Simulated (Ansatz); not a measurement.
```yaml
crystal:
  periodic: [false, false, false]
  atoms:
    - {symbol: N, position_ang: [0.383057, -1.325808, -0.254398]}
    - {symbol: C, position_ang: [0.288027, -0.091829, 0.485372]}
    - {symbol: C, position_ang: [-0.354037, 0.981886, -0.361965]}
    - {symbol: F, position_ang: [-1.575437, 0.606824, -0.776688]}
    - {symbol: F, position_ang: [0.359177, 1.282713, -1.445909]}
    - {symbol: F, position_ang: [-0.504283, 2.109539, 0.348722]}
    - {symbol: H, position_ang: [-0.520220, -1.771042, -0.344544]}
    - {symbol: H, position_ang: [1.009770, -1.973949, 0.199735]}
    - {symbol: H, position_ang: [-0.291859, -0.135685, 1.418264]}
    - {symbol: H, position_ang: [1.288905, 0.266151, 0.734312]}
basis:
  gaussian: {orbitals: def2-TZVPD, point_charges: [{charge: -1.00, position_ang: [4.016, 0.677, -0.267]}]}
hamiltonian: {xc: {name: CAM-B3LYP}, dispersion: d4}
```

```sh
$ ansatz run in.yaml --threads 4 --pin off --events-out ev --progress --plain --max-ram 10444MiB
```

Shortened log:

```
Functional definition: CAM-B3LYP
1322 factors; their error is unknown
483 factors; integrals over basis functions are off by at most 2.4e-5 eV
mean field evaluation 1: about -11775.5809 eV, gradient 6.3e1 eV
mean field evaluation 2: about -11774.0717 eV, gradient 7.1e1 eV
mean field evaluation 4: about -11782.0703 eV, gradient 2.1e0 eV
mean field evaluation 8: about -11782.0777 eV, gradient 3.7e-2 eV
mean field evaluation 16: about -11782.0775 eV, gradient 7.3e-5 eV
mean field -11782.07754285 eV, -432.9833635207 hartree, gradient 7.3e-5 eV, S^2 0.000000; 0 other end points of the search recorded, 0 dependent functions left out
reference -11782.07768284 eV, -432.9833686652 hartree; 25, 25 occupied and 242, 242 virtual orbitals, 1322 factors
Total energy: -11782.20940865 eV, -432.9882094996 hartree
```

Hardware: 4 threads of an Intel Xeon Platinum 8488C on a shared host. Wall time 3.1 s, peak host memory 0.72 GiB.
